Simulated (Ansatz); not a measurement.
# Co₁₄NiW₅: short dynamics, then relaxation

A packing of 20 atoms, thrown in at random and pushed apart as soft spheres with like charges further apart (14 Co, 1 Ni, 5 W) went through Langevin stages in a fixed cell of 13.07 Å³/atom, at one k point, without spin and with a Fermi–Dirac width of kT (0.05 eV at least). Method: Ansatz, DFT PBE, scalar-relativistic, plane waves, PAW.

```csv
thermostat (K),duration (fs),friction (1/fs),cutoff (eV),mean T (K),mean P (GPa),mean square displacement (Å²)
3260,72,0.030,320,3603,0.5,0.19
3260,420,0.030,420,3509,8.8,0.37
2350,300,0.030,420,2123,-1.0,0.27
1300,261,0.030,420,1251,-8.7,0.26
300,366,0.030,420,300,-16.7,0.16
```

Means run over the second half of a stage; pressure includes the kinetic part; displacements count from the stage's start, the atoms' common shift taken off. In so short a run the atoms moved about a bond length or less in the hot stages, so this is an annealed packing, not a quenched equilibrium liquid.

Cell and atoms were then relaxed on coarser meshes and computed once more: Settings: cutoff 420 eV, Γ-centred mesh 3×3×3 on the computed 20-atom cell, Gaussian smearing of 0.10 eV; collinear spin from starting moments 0.52 1.48 0.68 0.9 0.6 0.84 0.94 1.07 1.01 1.28 0.83 0.41 0.72 0.78 -0.13 0 -0.17 -0.11 -0.13 0.28 μB.

Question: What structure is left?

Answer: One draw of many: 11.95 Å³/atom with no gap on the mesh, 0.11 eV/atom above the elements' standard states (static lattices, no corrections for gases) (a random packing after short dynamics, relaxed). One magnetic start was tried.

Counting as bonded all pairs within 1.3 times the summed covalent radii:

```
atom → neighbour mean count mean length (Å) spread (Å)
         Co → Co        7.71             2.52        0.12
         Co → Ni        0.57             2.52        0.08
          Co → W        4.00             2.74        0.34
         Ni → Co        8.00             2.52        0.08
          Ni → W        4.00             2.68        0.09
          W → Co       11.20             2.74        0.34
          W → Ni        0.80             2.68        0.09
           W → W        4.80             3.33        0.55
```

Angles between all pairs of such bonds at an atom (mean ± spread): 97 ± 34° at Co, 97 ± 34° at Ni, 95 ± 36° at W.

```xyz
20
Lattice="6.0028 -0.0639 -0.1800 -0.0560 6.2174 0.1156 -0.1690 0.1236 6.4124" Properties=species:S:1:pos:R:3 pbc="T T T"
Co    4.3177    5.7641    3.3171
Co    2.7286    1.5306    4.1959
Co    1.2167    3.2225    5.1094
Co    1.7146    2.0017    1.8858
Co    2.7621    3.8221    3.1665
Co    3.2565    0.2507    0.9766
Co    1.7513    4.4186    0.9346
Co    4.6601    1.0022    5.4626
Co    5.8440    2.7164    0.3744
Co    3.3244    2.5563   -0.0109
Co    1.8076    5.9455    3.0528
Co    4.2747    4.4177    1.1734
Co    4.6339    3.2265    4.5552
Co    1.2598    1.0708    6.0513
W     0.2732    3.9390    2.8943
W    -0.0679    5.2597    5.4303
W     2.9111    5.2044    5.3191
W     5.9317    0.1362    1.2298
W     4.2373    2.0650    2.2748
Ni    0.2377    1.3260    3.8027
```

The final mesh leaves forces up to 0.15 eV/Å and stresses up to 0.6 GPa: the relaxation ran on a coarser mesh, so the cell's shape, its bonds and its energy belong partly to that mesh.

The k mesh is coarse. Spin-orbit coupling is left out, which matters for the bands of heavy elements.

Cost: 6 runs of about 48 core-minutes in all (earlier runs that led there not counted), on Intel Xeon 6975P-C (Granite Rapids) (shared hosts).